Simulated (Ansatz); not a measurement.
What does this script print? It uses Ansatz's Python interface.

`relaxed_scan_cl2mg.py`:
```python
"""One bond of Cl2Mg held at set lengths while the rest relaxes."""

import ansatz as az
import numpy as np

BASIS_SET = "def2-SVP"
FUNCTIONAL = "pbe0"

geometry_ang = [
    ("Cl", [0.5093, 2.2224, 0.5115]),
    ("Mg", [-0.0114, -0.0091, -0.0043]),
    ("Cl", [-0.5089, -2.2781, -0.5204]),
]
geometry = az.Crystal.molecule()
for symbol, xyz in geometry_ang:
    geometry = geometry.atom(symbol, xyz)

calc = (
    geometry.calculation()
    .basis(gaussian=BASIS_SET)
    .functional(FUNCTIONAL)
)
symbols = [site.symbol for site in geometry.cartesian_sites]
pairs = [(0, 1), (1, 2)]
print("held (A)   E (eV)        ", "  ".join(f"{symbols[i]}{i}-{symbols[j]}{j}" for i, j in pairs))
for length in [2.16, 2.35, 2.54, 2.82, 3.17]:
    r = calc.relax(constraints=[az.DistanceConstraint((0, 1), at=length)], force_tolerance=0.02, max_steps=60).run().report
    xyz = np.array(r["positions_ang"])
    print(f"{length:6.2f} {r['free_energy_ev']:14.5f}  ", "  ".join(f"{np.linalg.norm(xyz[i] - xyz[j]):.3f}" for i, j in pairs))
```

Running `python relaxed_scan_cl2mg.py` prints:
```text
held (A)   E (eV)         Cl0-Mg1  Mg1-Cl2
DeckWarning: relax.constraints: the input's atoms, or those drawn, lie off the distances that are held; a relaxation that starts there is brought onto them ahead of its first SCF, by positions alone, [...]
  2.16   -30473.06350   2.160  2.194
  2.35   -30472.93632   2.350  2.190
  2.54   -30472.54240   2.540  2.187
  2.82   -30471.78769   2.820  2.185
  3.17   -30470.83822   3.170  2.184
```
(Warnings from the package without file and line, shortened, repeats left out.)

Caveats:
- Total energies depend on the basis set; only differences at equal settings carry meaning.
- The energies are electronic: no zero-point or thermal terms, and the basis set is short of its limit.
- Timing: 30 s on 1 thread of Arm Neoverse V2, with other jobs on the host, peak memory 0.18 GiB.
